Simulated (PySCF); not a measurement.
# difluoroacetylene (C2F2): NMR shifts and spin-spin couplings at several levels of theory, part 2 of 2

PySCF 2.14.0. Atoms count from 0. The steps go on from the part before.

**12. Indirect couplings: KT2/pcJ-1**

The job: settings as JSON, then the geometry in Å.

```
{"job": {"kind": "j", "xc": "KT2", "basis": "pcJ-1"}, "charge": 0, "multiplicity": 1}
F     -1.417067    -1.172812     0.152235
C     -0.451548    -0.373616    -0.100132
C      0.451545     0.373615    -0.335687
F      1.417070     1.172812    -0.588056
```

With the program's defaults for keys left out, this is: KT2/pcJ-1 indirect spin-spin coupling, non-relativistic, gas phase.

Output:

```text
coarse grid: 4344 points
cycle   1  E = -279.5636374349  dE =  7.421e-01  |g| = 6.282e-01  |ddm| = 2.119e+00
cycle   2  E = -279.4856300739  dE =  7.801e-02  |g| = 9.611e-01  |ddm| = 1.041e+00
cycle   3  E = -279.6099623259  dE = -1.243e-01  |g| = 1.813e-01  |ddm| = 7.640e-01
cycle   4  E = -279.6160245917  dE = -6.062e-03  |g| = 2.214e-02  |ddm| = 1.134e-01
cycle   5  E = -279.6161377318  dE = -1.131e-04  |g| = 3.801e-03  |ddm| = 1.707e-02
cycle   6  E = -279.6161399536  dE = -2.222e-06  |g| = 6.236e-04  |ddm| = 3.008e-03
final grid: 45624 points
cycle   7  E = -279.7042451677  dE = -4.045e-04  |g| = 4.573e-02  |ddm| = 3.669e-02
cycle   8  E = -279.7033792673  dE =  8.659e-04  |g| = 8.736e-02  |ddm| = 7.669e-02
cycle   9  E = -279.7045459901  dE = -1.167e-03  |g| = 2.032e-03  |ddm| = 5.413e-02
cycle  10  E = -279.7045465441  dE = -5.540e-07  |g| = 4.289e-04  |ddm| = 1.709e-03
cycle  11  E = -279.7045465863  dE = -4.219e-08  |g| = 7.165e-05  |ddm| = 3.319e-04
cycle  12  E = -279.7045465874  dE = -1.082e-09  |g| = 1.049e-05  |ddm| = 5.735e-05
cycle  13  E = -279.7045465874  dE =  1.813e-11  |g| = 1.319e-05  |ddm| = 1.498e-05
converged SCF energy = -279.7045465874

Indirect spin-spin couplings (Hz)
  i      j    bonds     total        FC       PSO       DSO        SD
  0 F    1 C    1   -457.511  -434.504    -9.817     0.623   -13.812
  0 F    2 C    2     21.638   -20.772    12.278    -0.671    30.803
  0 F    3 F    3    -26.060    -7.849   -71.078    -1.834    54.702
  1 C    2 C    1    401.809   374.304    14.207     0.321    12.976
  1 C    3 F    2     21.632   -20.775    12.276    -0.671    30.802
  2 C    3 F    1   -457.515  -434.512    -9.814     0.623   -13.811
```

Run time: 7.2 s. Hardware: 1 thread, shared host.

Key values: J(F0,C1) -457.5 Hz, J(C1,C2) 401.8 Hz, J(F0,F3) -26.1 Hz (means over like pairs).

**13. J couplings: PBE0/pcJ-1**

The job: settings as JSON, then the geometry in Å.

```
{"job": {"kind": "j", "xc": "PBE0", "basis": "pcJ-1"}, "charge": 0, "multiplicity": 1}
F     -1.417067    -1.172812     0.152235
C     -0.451548    -0.373616    -0.100132
C      0.451545     0.373615    -0.335687
F      1.417070     1.172812    -0.588056
```

Method: PBE0/pcJ-1 indirect spin-spin coupling, non-relativistic, gas phase.

Output:

```text
coarse grid: 4344 points
cycle   1  E = -275.4109926109  dE =  7.554e-01  |g| = 4.208e-01  |ddm| = 2.083e+00
cycle   2  E = -275.4118202797  dE = -8.277e-04  |g| = 4.026e-01  |ddm| = 4.769e-01
cycle   3  E = -275.4319621281  dE = -2.014e-02  |g| = 1.195e-01  |ddm| = 3.105e-01
cycle   4  E = -275.4340532984  dE = -2.091e-03  |g| = 4.319e-03  |ddm| = 5.936e-02
cycle   5  E = -275.4340565347  dE = -3.236e-06  |g| = 1.366e-03  |ddm| = 3.598e-03
final grid: 45624 points
cycle   6  E = -275.4676599159  dE = -8.603e-05  |g| = 1.939e-03  |ddm| = 7.055e-03
cycle   7  E = -275.4676598344  dE =  8.143e-08  |g| = 1.487e-03  |ddm| = 1.579e-03
cycle   8  E = -275.4676601030  dE = -2.686e-07  |g| = 7.619e-04  |ddm| = 1.311e-03
cycle   9  E = -275.4676601840  dE = -8.098e-08  |g| = 5.684e-05  |ddm| = 3.991e-04
cycle  10  E = -275.4676601846  dE = -6.040e-10  |g| = 7.626e-06  |ddm| = 3.682e-05
converged SCF energy = -275.4676601846

Indirect spin-spin couplings (Hz)
  i      j    bonds     total        FC       PSO       DSO        SD
  0 F    1 C    1   -381.705  -343.478   -21.765     0.619   -17.081
  0 F    2 C    2     56.566    12.366    14.718    -0.672    30.155
  0 F    3 F    3     36.621     8.350   -29.039    -1.831    59.142
  1 C    2 C    1    431.550   400.314    16.739     0.319    14.177
  1 C    3 F    2     56.561    12.362    14.717    -0.672    30.154
  2 C    3 F    1   -381.708  -343.484   -21.763     0.619   -17.080
```

Run time: 6.7 s. Hardware: 1 thread, shared host.

In short: J(C1,C2) 431.6 Hz, J(F0,C1) -381.7 Hz, J(F0,C2) 56.6 Hz (means over like pairs).

**14. Spin-spin couplings: B97-2/pcJ-1**

The job: settings as JSON, then the geometry in Å.

```
{"job": {"kind": "j", "xc": "B97-2", "basis": "pcJ-1"}, "charge": 0, "multiplicity": 1}
F     -1.417067    -1.172812     0.152235
C     -0.451548    -0.373616    -0.100132
C      0.451545     0.373615    -0.335687
F      1.417070     1.172812    -0.588056
```

With the program's defaults for keys left out, this is: B97-2/pcJ-1 indirect spin-spin coupling, non-relativistic, gas phase.

Output:

```text
coarse grid: 4344 points
cycle   1  E = -275.6075598393  dE =  7.512e-01  |g| = 4.568e-01  |ddm| = 2.095e+00
cycle   2  E = -275.6008344173  dE =  6.725e-03  |g| = 4.973e-01  |ddm| = 5.677e-01
cycle   3  E = -275.6326674130  dE = -3.183e-02  |g| = 1.169e-01  |ddm| = 3.698e-01
cycle   4  E = -275.6347442499  dE = -2.077e-03  |g| = 6.154e-03  |ddm| = 5.886e-02
cycle   5  E = -275.6347514685  dE = -7.219e-06  |g| = 2.105e-03  |ddm| = 5.205e-03
final grid: 45624 points
cycle   6  E = -275.6608739583  dE = -7.761e-05  |g| = 1.566e-02  |ddm| = 1.538e-02
cycle   7  E = -275.6608274414  dE =  4.652e-05  |g| = 2.350e-02  |ddm| = 2.080e-02
cycle   8  E = -275.6609066823  dE = -7.924e-05  |g| = 5.382e-04  |ddm| = 1.351e-02
cycle   9  E = -275.6609067252  dE = -4.289e-08  |g| = 3.130e-05  |ddm| = 4.032e-04
cycle  10  E = -275.6609067253  dE = -1.189e-10  |g| = 1.069e-05  |ddm| = 2.275e-05
converged SCF energy = -275.6609067253

Indirect spin-spin couplings (Hz)
  i      j    bonds     total        FC       PSO       DSO        SD
  0 F    1 C    1   -362.901  -330.720   -19.590     0.618   -13.210
  0 F    2 C    2     47.671     7.265    14.029    -0.672    27.048
  0 F    3 F    3     14.702    -0.913   -35.898    -1.833    53.345
  1 C    2 C    1    423.038   394.000    16.318     0.321    12.398
  1 C    3 F    2     47.671     7.267    14.028    -0.672    27.048
  2 C    3 F    1   -362.905  -330.727   -19.588     0.618   -13.209
```

Run time: 6.7 s. Hardware: 1 thread, shared host.

In short: J(C1,C2) 423.0 Hz, J(F0,C1) -362.9 Hz, J(F0,C2) 47.7 Hz (means over like pairs).

**15. Comparing the runs: NMR shifts**

Shifts (ppm), means over like atoms, with basis size and wall time:

```csv
run,C1,F0,functions,time
PBE0/cc-pVDZ,46.6,-261.8,56,3.7 s
PBE0/cc-pVTZ,50.6,-275.5,120,7.6 s
PBE0/aug-cc-pVDZ,48.1,-266.0,92,5.6 s
PBE0/IGLO-III,51.5,-285.9,140,8.8 s
PBE0/pcSseg-0,58.3,-282.1,36,2.6 s
PBE0/pcSseg-3,51.9,-286.6,288,32 s
```

**16. Side by side: spin-spin couplings**

Couplings (Hz), each a mean over the pairs like the one named, with basis size and wall time:

```csv
run,C1–C2,F0–C1,F0–F3,F0–C2,functions,time
LDA/pcJ-1,399.5,-379.8,44.4,35.6,108,4.3 s
PBE/pcJ-1,419.8,-404.2,23.7,41.8,108,6.9 s
KT2/pcJ-1,401.8,-457.5,-26.1,21.6,108,7.2 s
PBE0/pcJ-1,431.6,-381.7,36.6,56.6,108,6.7 s
B97-2/pcJ-1,423.0,-362.9,14.7,47.7,108,6.7 s
measured size,–,287.3,2.1,28.7,–,–
```

Measured: Jessen and Sauer, arXiv:2312.00705; CC3 and CCSD from Faber, Sauer, Gauss 2017.

**17. What came out**

The summary covers parts 1 to 2.

```
                                                                quantity                                             value
                                                             point group                                               D∞h
                                    rotational constants (main isotopes)                                    3.55, 3.55 GHz
  13C shifts against TMS (PBE0/cc-pVDZ, means over atoms taken as alike)                                          46.6 ppm
19F shifts against CFCl3 (PBE0/cc-pVDZ, means over atoms taken as alike)                                        -261.8 ppm
                               largest coupling of the table (LDA/pcJ-1)                           1J(C,C) C1–C2, 399.5 Hz
                                                range of the shift of F0                              -286.6 to -261.8 ppm
                                 range of J(C1,C2), mean over like pairs                                 399.5 to 431.6 Hz
                                           property runs in this session  12, of which 0 failed and 1 gave unsound results
```

Single values in the summary come from the first run of each kind that ended normally (PBE0/cc-pVDZ; LDA/pcJ-1), which need not be the best level. Over 7 steps the energy fell by 0.223 eV; of the close pairs, F0–C1 changed most, 1.343 to 1.279 Å. No frequency check was run at this level, so the end point may be a saddle. At PBE0/cc-pVDZ: Shielding is most anisotropic at C1, C2 (span 207 ppm, paramagnetic term -111 ppm). In the run at LDA/pcJ-1, the largest coupling of the table is C1–C2, 399.5 Hz, of which the Fermi-contact term gives 373.3 Hz. Density functionals describe couplings to fluorine poorly, F–F couplings above all, so those rows are rough. The 3 measured couplings differ from the computed sizes by 47.2 Hz on average; vibrational averaging and surroundings are not included. Across the 6 runs the shift of F0 (with its like atoms) moves most, between -286.6 (PBE0/pcSseg-3) and -261.8 ppm (PBE0/cc-pVDZ). Most of that comes from the computed reference, not from the atom's own shielding. The coupling C1–C2, as a mean over pairs of its kind, runs from 399.5 Hz (LDA/pcJ-1) to 431.6 Hz (PBE0/pcJ-1). For the 3 measured couplings, B97-2/pcJ-1 misses least (35.7 Hz, 6.7 s) and KT2/pcJ-1 most (67.1 Hz, 7.2 s); the quickest, LDA/pcJ-1, misses by 47.2 Hz in 4.3 s. One molecule ranks no method: errors cancel, and vibration and temperature are missing from all runs.
